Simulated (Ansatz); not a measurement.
Z-matrix (Å, degrees):
```
C
F 1 1.357
Cl 1 1.794 2 106.8
O 1 1.346 2 111.5 3 -123.2
H 1 1.088 2 109.3 3 116.1
H 4 0.965 1 109.3 2 64.4
```

Total charge 0; spin multiplicity 1.

(1) List the r2SCAN/def2-TZVPP orbital energies in eV (the Gaussian-basis code of Ansatz). (An estimate is asked.)

Results:

(1) Computed: Occupied: -2753.60, -666.94, -517.29, -278.45, -254.98, -193.58, -193.35, -193.34, -32.92, -28.79, -22.28, -18.08, -15.04, -14.00, -13.30, -11.28, -10.29, -9.47, -8.89, -8.15, -7.89. Lowest empty: -0.34, 1.01, 2.08, 2.50, 3.83, 5.46, 6.39, 7.08.
